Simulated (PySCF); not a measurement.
A basis-limit estimate, worked out

An elementary step of BPNH7, closed shell (BNH₄ ([BH2][NH2]) + PH₃ → BPH₄ ([BH2][PH2]) + NH₃ (still joined by a long B–N bond); bonds formed: B1–P6, N2–H5; bonds broken: H5–P6; bonds weakened to dative contacts: B1–N2). “Start” is the structure reached by relaxing down from the saddle towards the reactants; PBE0-D4/def2-TZVP structures. The saddle:

```
atom    x (Å)    y (Å)    z (Å)
  B1   0.0498  -0.7383   0.4662
  N2   1.0235   0.4779   0.6829
  H3   0.5839  -1.7176   0.0093
  H4  -0.6972  -0.9435   1.3894
  H5   0.2457   1.1346  -0.4310
  P6  -0.9370   0.2250  -1.0029
  H7   1.9981   0.2816   0.4933
  H8   0.9591   0.9195   1.5912
  H9  -0.9372  -0.2457  -2.3334
 H10  -2.2886   0.6066  -0.8650
```

Computed with PySCF 2.14 with density fitting (its default auxiliary sets; JK sets also for MP2 and CCSD(T)) (basis: def2-TZVPP and def2-QZVPP); correlated methods freeze the cores.

Energies in eV:

| quantity | saddle | start |
| --- | --- | --- |
| Hartree–Fock, triple zeta (X = 3) | -11535.45917 | -11537.94519 |
| Hartree–Fock, quadruple zeta (X = 4) | -11535.84647 | -11538.33555 |
| MP2 correlation, X = 3 | -14.50207 | -13.57058 |
| MP2 correlation, X = 4 | -15.42236 | -14.45793 |
| CCSD(T) correlation, X = 3 | -16.35917 | -15.54426 |

**Question.** Work out the barrier at the basis limit: extrapolate Hartree–Fock as E(X) = E∞ + A exp(−7.88 √X) and the MP2 correlation as E(X) = E∞ + B X^−2.97 (the exponents that Neese and Valeev fitted for def2-TZVPP and QZVPP), then add CCSD(T) − MP2 in triple zeta.

**Answer.** Each step is linear, so take the differences first (saddle − start): Hartree–Fock 2.48602 (X = 3) and 2.48908 (X = 4); MP2 correlation -0.93149 and -0.96443; CCSD(T) correlation -0.81491.
Two points give E∞ = E(4) + w [E(4) − E(3)], with w = 1/(exp(7.88 (2 − √3)) − 1) = 0.1377 for Hartree–Fock and w = 1/((4/3)^2.97 − 1) = 0.7407 for the correlation.
Hartree–Fock: 2.48908 + 0.1377 × 0.00306 = 2.4895 eV.
MP2 correlation: -0.96443 + 0.7407 × (-0.03294) = -0.9888 eV.
CCSD(T) − MP2: -0.81491 − (-0.93149) = 0.1166 eV.
Sum: 2.4895 + (-0.9888) + 0.1166 = 1.6173 eV, or 37.30 kcal/mol. Plain CCSD(T) in triple zeta gives 1.6711 eV, so the larger basis shifts the result by -0.0538 eV.

T1 diagnostic: at most 0.013.

Labels in which every atom is bracketed show which atoms are joined, not bond orders.

For scale, one of the runs: CCSD(T)/def2-TZVPP, 202 basis functions, launched by `OMP_NUM_THREADS=4 python run.py`. The run took 4.9 min on 4 CPU threads of an Arm Neoverse V2 (shared host), with 2.3 GiB of host memory at its peak.
